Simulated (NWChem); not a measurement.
# Ionisation of propene (C3H6)

```xyz
9

C      0.2514     1.2161     0.0000
C     -0.4594    -0.0966     0.0000
C      0.1256    -1.2953     0.0000
H     -0.0241     1.8172    -0.8830
H     -0.0241     1.8172     0.8830
H      1.3441     1.0885     0.0000
H     -1.5565    -0.0506     0.0000
H      1.2160    -1.3996     0.0000
H     -0.4609    -2.2178     0.0000
```
Charge 0, spin multiplicity 1.

Everything below was run with NWChem. All single points use one geometry, from PBE0/def2-SVP, a minimum by its harmonic frequencies.

Basis set: def2-TZVP. The species with one electron less has spin multiplicity 2 and keeps the geometry of the parent. Δ marks differences of total energies (open shells unrestricted). −ε marks an orbital energy of the parent. That orbital need not have the symmetry of the hole or added electron in the Δ rows.

B3LYP has NWChem's definition, with VWN1-RPA local correlation. The stability of the SCF solutions was not checked.

**Question.** One of these methods gave a first vertical ionisation energy of 9.71 eV. Which?
A. ΔPBE
B. −ε(HOMO) of B3LYP
C. −ε(HOMO) of PBE0
D. −ε(HOMO) of PBE

**Answer.** A, ΔPBE. The others give 7.12 (−ε(HOMO) of B3LYP), 6.22 (−ε(HOMO) of PBE), 7.34 (−ε(HOMO) of PBE0).
